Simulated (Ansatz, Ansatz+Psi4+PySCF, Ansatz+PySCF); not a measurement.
```csv
atom,x (Å),y (Å),z (Å)
H,-2.1051,0.3032,-0.2173
C,-1.1876,-0.2634,-0.0713
N,-0.0476,0.4679,0.1961
O,1.1560,-0.2505,-0.1735
H,1.6664,-0.1926,0.6519
H,-1.2389,-1.2643,0.3240
H,-0.0243,1.3617,-0.3201
```

Basis set: cc-pVTZ (spherical functions). Frozen core: 3 orbitals. Correlation on ROHF uses semicanonical orbitals with singles. Charge 0, multiplicity 2.

Computed with Ansatz (development build ahead of 0.2.0); each method stands on the lowest determinant of its kind that the runs found.

**Question.** Give the atomization energy at this shape (free ground-state atoms in the same class of orbitals less the molecule, no zero-point energy) of doublet CH₄NO by ROHF-MP2, UHF-MP2.

**Answer.**

| method | atomization energy |
| --- | --- |
| ROHF-MP2 | 23.16 eV |
| UHF-MP2 | 23.13 eV |
